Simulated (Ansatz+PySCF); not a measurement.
Two shapes of singlet H3O(+).

Shape 1:

```xyz
4

O     0.0000    0.0000    0.0745
H     0.9429    0.0000   -0.1986
H    -0.4715    0.8166   -0.1986
H    -0.4715   -0.8166   -0.1986
```

Shape 2:

```xyz
4

O     0.0307    0.0196    0.0403
H     0.8961    0.0111   -0.2122
H    -0.4661    0.8628   -0.2170
H    -0.4427   -0.8088   -0.2387
```

Basis set: def2-SVP (spherical functions). Frozen core: 1 orbital. Charge 1, multiplicity 1.

Computed with Ansatz (development build ahead of 0.2.0); each method stands on the lowest determinant of its kind that the runs found.

Problem. Which shape is lower in energy, and by how much in each method?

Solution.

```
               method  E(2) − E(1) (eV)
              UHF-MP2             0.214
          UHF-CCSD(T)             0.214
     PBE (restricted)             0.226
  PBE0 (unrestricted)             0.209
r²SCAN (unrestricted)             0.211
```

Shape 1 is lower.
